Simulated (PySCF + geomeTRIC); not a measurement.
Species: HO, SMILES `[OH]` (charge 0, multiplicity 2).

Give a relaxed geometry from PBE0-D4/def2-TZVP (PySCF + geomeTRIC).

the end point of this relaxation (outside a Z-matrix the atoms follow the SMILES, hydrogens last).
Cartesian coordinates (Å) in one orientation:
```xyz
2

O      0.487     0.000     0.000
H     -0.487     0.000     0.000
```
